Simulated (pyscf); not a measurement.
Single points on ωB97X-D3(BJ)/def2-SVP structures (PySCF, gas phase). Correlated levels are frozen-core, on RHF or UHF. ΔMP2 is the change of the MP2 total energy from the triple- to the quadruple-zeta basis.

For the elementary gas-phase step HCl (SMILES Cl) + HO–B(Cl)–Cl (SMILES OB(Cl)Cl) → Cl–B(Cl)–Cl (SMILES ClB(Cl)Cl) + H₂O (SMILES O) (singlet surface; Cl–H, B–O broken, B–Cl, H–O formed), what barrier and reaction energy does CCSD(T)/def2-TZVPP + ΔMP2(QZVPP) give, measured from the separated reactants?

ΔE‡ = 25.8 kcal/mol, ΔE = +13.1 kcal/mol. Zero-point energy shifts the barrier by -0.1 kcal/mol. It is a four-centre exchange, with an imaginary mode of 1138i cm⁻¹. On the product side the descent ends in an adduct with a B–O contact, 9.1 kcal/mol under the separated species and 19.4 kcal/mol under the saddle at ωB97X-D3(BJ)/def2-TZVP. What is counted as broken (B–O) persists as a longer contact in the product adduct; parting that adduct is a step of its own. At ωB97X-D3(BJ) the barrier from the zero used here is 23.4 kcal/mol. This is the saddle that the search found; another between the same sides may lie lower. The CCSD(T) − MP2 part came from Ansatz, without density fitting, on the same reference.
